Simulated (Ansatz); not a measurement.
Working through a single point in a Gaussian basis of C3H6NO, SMILES [O]NC1CC1

With Ansatz 0.2.0, Python API.

Notebook, run cell by cell (the value of a cell's last expression is shown):

```python
from pathlib import Path

import ansatz as az
```

```python
geometry_ang = [
    ("O", (2.0591, -0.34, -1.2855)),
    ("N", (1.5107, 0.0298, -0.1038)),
    ("C", (0.1532, -0.4987, -0.0775)),
    ("C", (-0.7531, 0.2398, 0.8907)),
    ("C", (-0.8847, 0.4746, -0.6064)),
    ("H", (2.0481, -0.465, 0.6436)),
    ("H", (-0.021, -1.5886, -0.2127)),
    ("H", (-1.5654, -0.3812, 1.3236)),
    ("H", (-0.2833, 1.0829, 1.4417)),
    ("H", (-1.7727, -0.0092, -1.065)),
    ("H", (-0.4909, 1.4556, -0.9489)),
]
system = az.Crystal.molecule()
for symbol, xyz in geometry_ang:
    system = system.atom(symbol, xyz)

job = (
    system.calculation()
    .basis(gaussian="def2-TZVP")
    .functional("REVPBE0")
    .spin("collinear", total=1)
    .orbitals()
)
done = job.run(threads=1, backend="cpu", runs_dir="c3h6no_runs")
r = done.report
```

```python
sorted(key for key in r if key.endswith("_ev"))
```

    ['free_energy_ev', 'reference_energy_ev']

```python
type(done).__name__, type(r).__name__
```

    ('RunOutcome', 'dict')

```python
r["published_state_doubts"]
```

    []

```python
print("reference energy %16.6f eV" % r["reference_energy_ev"])
print("total energy     %16.6f eV" % r["free_energy_ev"])
print("occupied orbitals outside the frozen core (up, down):", r["n_occupied"], " frozen:", r["n_frozen"], " virtual:", r["n_virtual"])
```

    reference energy     -6741.729397 eV
    total energy         -6741.729397 eV
    occupied orbitals outside the frozen core (up, down): [20, 19]  frozen: 0  virtual: [171, 172]

```python
field = r["mean_field"]
print("<S^2> =", round(abs(field["state"]["spin_squared"]), 4), " all-electron relativity setting:", field["relativity"])
print("passes:", field["passes"])
if "symmetry" in field:
    print("occupied orbitals by irrep:", field["symmetry"]["occupied"])
```

    <S^2> = 0.7546  all-electron relativity setting: none
    passes: {'evaluations': 25, 'products': 26}
    occupied orbitals by irrep: [{'A': 20}, {'A': 19}]

```python
lines = Path(r["orbitals_path"]).read_text().splitlines()
field_of = lambda key: [line.split("=")[1].strip() for line in lines if line.startswith(key)]
orbitals = [(27.211386 * float(e), s, float(n)) for e, s, n in zip(field_of("Ene="), field_of("Spin="), field_of("Occup="))]
homo = max(e for e, _, n in orbitals if n > 0.5)
lumo = min(e for e, _, n in orbitals if n < 0.5)
for e, spin, n in sorted(orbitals):
    if homo - 15 < e < lumo + 5:
        print(f"{spin:6s} {e:10.3f} eV  occupation {n:.0f}")
```

    Alpha     -21.799 eV  occupation 1
    Beta      -21.086 eV  occupation 1
    Alpha     -16.999 eV  occupation 1
    Beta      -16.958 eV  occupation 1
    Alpha     -16.681 eV  occupation 1
    Beta      -16.553 eV  occupation 1
    Alpha     -15.142 eV  occupation 1
    Beta      -14.992 eV  occupation 1
    Alpha     -13.716 eV  occupation 1
    Alpha     -13.454 eV  occupation 1
    Beta      -13.425 eV  occupation 1
    Beta      -13.003 eV  occupation 1
    Alpha     -12.037 eV  occupation 1
    Beta      -11.762 eV  occupation 1
    Alpha     -11.700 eV  occupation 1
    Alpha     -10.647 eV  occupation 1
    Beta      -10.645 eV  occupation 1
    Beta      -10.073 eV  occupation 1
    Alpha      -8.768 eV  occupation 1
    Alpha      -8.754 eV  occupation 1
    Beta       -8.651 eV  occupation 1
    Beta       -8.419 eV  occupation 1
    Alpha      -7.902 eV  occupation 1
    Alpha      -7.493 eV  occupation 1
    Beta       -7.457 eV  occupation 1
    Beta       -2.465 eV  occupation 0
    Alpha       1.123 eV  occupation 0
    Beta        1.189 eV  occupation 0
    Alpha       1.608 eV  occupation 0
    Beta        1.679 eV  occupation 0
    Alpha       1.826 eV  occupation 0
    Beta        1.849 eV  occupation 0
    Alpha       2.398 eV  occupation 0
    Beta        2.423 eV  occupation 0

Notes:
- Total energies depend on the basis set; only differences at equal settings carry meaning.
- The geometry is a force-field or estimated start, not a minimum of this method, and the basis set is short of its limit.
- The run takes the species as open-shell (spin multiplicity 2), which needn't be its ground state.
- Levels such as HOMO and LUMO are orbital energies: with these approximate functionals they aren't the ionisation energy and electron affinity, and their gap isn't the fundamental gap.
- Run time: 16 s on 1 thread of Arm Neoverse V1, on a shared host, peak memory 0.52 GiB.
